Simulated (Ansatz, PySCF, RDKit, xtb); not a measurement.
# Which structure has the formula CH2BN+?

Only the formula CH2BN+ is given (charge +1, odd number of electrons). Aim: find the structure of lowest free energy at 298.15 K, then its properties.

The funnel: GFN2-xTB relaxations, single points with a density functional, relaxations at PBE0-D3(BJ)/def2-SVP, harmonic vibrations, and a last energy at a higher level. All values are calculated.

9 further runs of the same task are left out: 9 set aside as unsound or not needed.

## (1) Possible bonding patterns

All bonding patterns within simple valence rules are listed by program: one Lewis structure each, at most two rings and one unusual centre or charged pair. O–O, O–halogen and N–halogen bonds and N–N–N chains are not drawn. That gives 17 candidates.

c049 B1[CH+][N]1; c077 [BH][N+]#C; c144 [B+]=C[NH]; c166 [BH][NH+]=[C]; c179 [B][NH+]=[CH]; c225 [BH]C#[NH+]; c247 [B]=C=[NH2+]; c312 [B]1C=[NH+]1; c494 [B]=[N+]=C; c618 B[N+]#[C]; c638 [B+]1C[N]1; c701 B[C+]=[N]; c716 B1=[C][NH2+]1; c826 [CH+]=B[NH]; c844 [CH2+]B=[N]; c855 [BH+]C=[N]; c866 B1[C]=[NH+]1.

Candidates are built by distance geometry, with a force field where one applies, in up to four conformers (letters a to d). 10 starts with atoms placed at random are added, to find patterns that the rules miss.

Q: Predict the outcome of this search (final energies at CCSD(T)/def2-TZVP).

| quantity | value |
| --- | --- |
| lowest structure found | [BH][N+]#C, doublet, Cs |
| next finalist | B1[CH+][N]1, doublet, 6.7 kcal/mol higher in G |
| share at equilibrium, among the finalists | 100.0 % |
| harmonic wavenumbers, lowest and highest (PBE0-D3(BJ)/def2-SVP) | 298 and 3192 cm⁻¹ |
| rotational constants, same geometry | 39.48, 0.3579, 0.3547 cm⁻¹ |
| HOMO energy (highest over α and β) (PBE0/def2-TZVPD) | -13.46 eV |
| LUMO energy (lowest over α and β) (PBE0/def2-TZVPD) | -10.03 eV |
| lowest excitation (TD-CAM-B3LYP/def2-SVPD) | 1.00 eV (f = 0.000) |
| strongest of the states computed, same level | 5.06 eV (f = 0.093) |
| vertical ionisation energy (to the singlet ion of charge +2) | 16.17 eV |
| vertical recombination energy (electron added) | 7.11 eV |
| vertical quartet less doublet | +5.04 eV |

The search ends on `[BH][N+]#C`. Among the finalists first place is clear (6.7 kcal/mol); structures outside the list aren't covered. GFN2-xTB, HF/STO-3G, r2SCAN-D4/def2-SVP, PBE0-D3(BJ)/def2-SVP, HF/def2-TZVP and MP2/def2-TZVP already put its bonding pattern lowest among the structures in one piece. The stability test raises a flag; for an open shell a flag towards a general spinor solution can be the free rotation of the spin. Lowest found is not proven lowest: the search is finite, and each finalist counts with one conformer.
